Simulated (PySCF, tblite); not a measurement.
**CHClF radical: geometry, infrared bands and EPR parameters**

Aim: predict the infrared bands and EPR parameters of CHClF radical (`F[CH]Cl`).

Programs: tblite 0.8.0 and PySCF 2.14.0, with density-fitted response routines of our own. Each step states its level of theory. These are calculated values for one molecule in the gas phase, unless marked as measured. Atoms count from 0, in the outputs and in this text.

## Step 1: The molecule as given

4 atoms, charge 0, multiplicity 2; geometry from: force field or distance geometry start.

Bonds of the start (Å): F0–C1 1.37, C1–Cl2 1.80, C1–H3 1.12.

## Step 2: Optimising the geometry with GFN2-xTB

Job settings and geometry (Å):

```
{"job": {"kind": "relax", "xc": "GFN2-xTB", "basis": "xTB"}, "charge": 0, "multiplicity": 2}
F     -0.954900    -0.903400    -0.116100
C     -0.145400     0.100900     0.333200
Cl     1.567700    -0.244300    -0.081000
H     -0.457100     1.051600    -0.159000
```

On the command line:

```console
$ OMP_NUM_THREADS=1 python probes_run.py task.json out
```

This one command runs all jobs of the session in turn.

**Question.** This job is followed by: GFN2-xTB harmonic vibrations, gas phase; PBE0-D3(BJ)/def2-SVP geometry optimisation, gas phase; UKS B3LYP, IGLO-III on C Cl F, pcH-1 on H, non-relativistic, mean-field spin-orbit, GIAO. Predict these results of the whole session: strongest single infrared mode (GFN2-xTB); zero-point energy (GFN2-xTB); point group; rotational constants (main isotopes); g(iso) (B3LYP); ⟨S²⟩; largest a(iso); surface potential, 1st and 99th percentile.

As calculated:

| quantity | value |
| --- | --- |
| strongest single infrared mode (GFN2-xTB) | 1123 cm⁻¹, 125 km/mol |
| zero-point energy (GFN2-xTB) | 10.2 kcal/mol |
| point group | C1 |
| rotational constants (main isotopes) | 59.33, 5.89, 5.39 GHz |
| g(iso) (B3LYP) | 2.00581 |
| ⟨S²⟩ | 0.753 (exact 0.75) |
| largest a(iso) | 13C on C1, 316.0 MHz |
| surface potential, 1st and 99th percentile | -0.49 V and 1.46 V |

**Reading.** Over 10 steps the energy fell by 0.220 eV; of the close pairs, C1–Cl2 changed most, 1.796 to 1.685 Å (GFN2-xTB). All 6 modes are real, so the xTB geometry is a minimum. The strongest single mode, at 1123 cm⁻¹, moves mainly C1 and F0. GFN2-xTB is a fitted tight-binding method: band positions and strengths are rough. Its intensities can rank the bands wrongly. The optimisation took 6 steps and gained 0.023 eV; among the close pairs (by a distance rule), C1–Cl2 changed most, from 1.685 to 1.710 Å (PBE0/def2-SVP). No frequency check was run at this level, so the end point may be a saddle. C1 carries the largest spin population, 0.88 e. The isotropic g lies 3.5 ppt above the free-electron value.
